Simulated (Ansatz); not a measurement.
Ideal-gas functions of `C[O][MgH]` at 800 K and 1 bar, from an Ansatz frequency run at PBE0-D4/def2-TZVP.

Molar mass 56.35 g/mol, point group C3v (symmetry number 3), electronic degeneracy 1, moments of inertia 3.153, 110.926, 110.926 u Å². Harmonic wavenumbers (cm⁻¹, unscaled): 102, 102, 323, 323, 609, 1190, 1190, 1276, 1485, 1494, 1494, 1660, 2967, 3015, 3015.

Use S(trans) = R[1.5 ln M + 2.5 ln T − 1.1517]; rotational temperatures θ = 24.2544 K / I; S(rot) = R[ln(√π/σ · √(T³/θAθBθC)) + 1.5]; for each mode x = 1.438777 ν̃/T, S = R[x/(eˣ − 1) − ln(1 − e⁻ˣ)] and H = RT x/(eˣ − 1); 1 cm⁻¹ = 0.0119627 kJ/mol; R = 8.31446 J/(mol·K).

**Question.** By hand: the entropy, in J/(mol·K).

**Answer.** Translation 179.7. Rotation: θ = 7.6925, 0.2187, 0.2187 K, giving 95.6. Vibration, mode by mode: 22.43, 22.43, 12.95, 12.95, 7.96, 3.41, 3.41, 3.02, 2.25, 2.22, 2.22, 1.75, 0.25, 0.24, 0.24, in all 97.7. Electronic 0.0. Sum 373.0 J/(mol·K).

**Question.** By hand: H − E and G − E in kJ/mol, counted from the electronic energy.

**Answer.** Zero-point energy ½ × 20245 × 0.0119627 = 121.1; thermal vibration 36.6; translation, rotation and pV give 4 RT = 26.6. H − E = 184.3 kJ/mol, and G − E = 184.3 − 800 × 373.0/1000 = -114.1 kJ/mol.

Vibration gives 26 % of the entropy, 44.9 J/(mol·K) of it from the modes under 150 cm⁻¹: soft modes count most, and the harmonic formula is weakest for them.
